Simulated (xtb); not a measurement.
C3H3, charge +2, doublet, at a GFN2-xTB geometry of the parent state (a state made from the parent by changing its charge; the spin is typed, not shown lowest); GFN2-xTB in xtb.

xtb was given this input:
```
$ xtb mol.xyz --gfn 2 --chrg 2 --uhf 1 --json

# file mol.xyz
6

C      0.00175930    -0.00079138     0.33446282
C      0.00804284    -0.00361788     1.52903105
C     -0.00590540     0.00265640    -1.12268107
H      0.03996787     1.03022063    -1.47944750
H      0.85747672    -0.55120368    -1.48748952
H     -0.92082503    -0.46849982    -1.47793980
```

Q: Predict the main parts of the log of this xtb run.

A: 
```
   ID    Z sym.   atoms
    1    6 C      1-3
    2    1 H      4-6

           -------------------------------------------------
          |                Calculation Setup                |
           -------------------------------------------------

           -------------------------------------------------
          |                 G F N 2 - x T B                 |
           -------------------------------------------------

          ...................................................
          :                      SETUP                      :
          :.................................................:
          :  # basis functions                  15          :
          :  # atomic orbitals                  15          :
          :  # shells                            9          :
          :  # electrons                        13          :
          :  max. iterations                   250          :
          :  Hamiltonian                  GFN2-xTB          :
          :  restarted?                      false          :
          :  GBSA solvation                  false          :
          :  PC potential                    false          :
          :  electronic temp.          300.0000000     K    :
          :  accuracy                    1.0000000          :
          :  -> integral cutoff          0.2500000E+02      :
          :  -> integral neglect         0.1000000E-07      :
          :  -> SCF convergence          0.1000000E-05 Eh   :
          :  -> wf. convergence          0.1000000E-03 e    :
          :  Broyden damping             0.4000000          :
          :  net charge                          2          :
          :  unpaired electrons                  1          :
          ...................................................

 iter      E             dE          RMSdq      gap      omega  full diag
   1     -6.5009137 -0.650091E+01  0.865E+00    0.55       0.0  T
   2     -5.3874244  0.111349E+01  0.109E+01    0.00       1.0  T
   3     -6.0889623 -0.701538E+00  0.699E+00    1.84       1.0  T
   4     -6.4894287 -0.400466E+00  0.360E+00    0.93       1.0  T
   5     -6.4756553  0.137734E-01  0.298E+00    1.00       1.0  T
   6     -6.4985880 -0.229328E-01  0.241E+00    0.87       1.0  T
   7     -6.4993526 -0.764540E-03  0.238E+00    0.86       1.0  T
   8     -6.5128765 -0.135239E-01  0.174E+00    0.75       1.0  T
   9     -6.5254568 -0.125804E-01  0.111E+00    0.60       1.0  T
[...]
         :: total energy              -6.344168677539 Eh    ::
[...]
      -------------------------------------------------------------
                  HL-Gap            0.0133650 Eh            0.3637 eV
             Fermi-level           -1.0078681 Eh          -27.4255 eV

     #   Z          covCN         q      C6AA      α(0)
     1   6 C        1.960     0.228    25.763     8.197
     2   6 C        0.981     0.561    22.944     8.046
     3   6 C        3.753    -0.025    21.073     6.546
     4   1 H        0.925     0.412     0.455     1.054
     5   1 H        0.925     0.412     0.455     1.054
     6   1 H        0.925     0.412     0.455     1.054

 Mol. C6AA /au·bohr⁶  :        270.738526
 Mol. C8AA /au·bohr⁸  :       7164.934186
 Mol. α(0) /au        :         25.951948

Wiberg/Mayer (AO) data.
largest (>0.10) Wiberg bond orders for each atom

 ---------------------------------------------------------------------------
     #   Z sym  total        # sym  WBO       # sym  WBO       # sym  WBO
 ---------------------------------------------------------------------------
     1   6 C    3.903 --     2 C    2.684     3 C    1.135
     2   6 C    3.005 --     1 C    2.684     3 C    0.229
     3   6 C    3.356 --     1 C    1.135     5 H    0.664     6 H    0.664
                             4 H    0.664     2 C    0.229
     4   1 H    0.738 --     3 C    0.664
     5   1 H    0.738 --     3 C    0.664
     6   1 H    0.738 --     3 C    0.664
 ---------------------------------------------------------------------------

Topologies differ in total number of bonds
Writing topology from bond orders to xtbtopo.mol

molecular dipole:
                 x           y           z       tot (Debye)
 q only:       -0.009       0.004      -1.645
   full:       -0.004       0.002      -0.719       1.827
molecular quadrupole (traceless):
                xx          xy          yy          xz          yz          zz
 q only:       -6.011      -0.000      -6.011       0.095      -0.043      12.022
  q+dip:       -9.107      -0.000      -9.108       0.144      -0.065      18.215
   full:       -8.346      -0.000      -8.347       0.132      -0.059      16.693

           -------------------------------------------------
          | TOTAL ENERGY               -6.344168677539 Eh   |
          | GRADIENT NORM               0.105921619010 Eh/α |
          | HOMO-LUMO GAP               0.363680831557 eV   |
           -------------------------------------------------

normal termination of xtb
```
